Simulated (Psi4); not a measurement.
Psi4 input (wB97X-D/6-311+G**):

```
memory 1500 MB

molecule {
1 1
C     1.54226198    0.72996162    0.05913173
C     0.03147153    0.87647747    0.07696837
S    -0.75215962   -0.79176236   -0.15332890
H    -2.03095721   -0.51767938    0.19283843
H    -0.35906008    1.29008580    1.00363141
H    -0.34842124    1.44480575   -0.77233556
H     1.97076533    1.73043328    0.13310748
H     1.90704565    0.14971257    0.90670344
H     1.90018607    0.28177778   -0.86753168
H    -0.44740576   -1.34957244    1.04024839
symmetry c1
no_reorient
no_com
}

set {
  basis 6-311+G**
  reference rks
  scf_type df
  df_basis_scf def2-universal-jkfit
  dft_radial_points 99
  dft_spherical_points 590
  e_convergence 1e-8
  d_convergence 1e-7
  maxiter 150
}

e = energy('wb97x-d')
print_out(f'\nFINAL {e:.10f} DIPOLE {variable("CURRENT DIPOLE")[0]:.6f} {variable("CURRENT DIPOLE")[1]:.6f} {variable("CURRENT DIPOLE")[2]:.6f}\n')
```

### Question
What final total energy does it give?

### Answer
-478.33092 Eh.
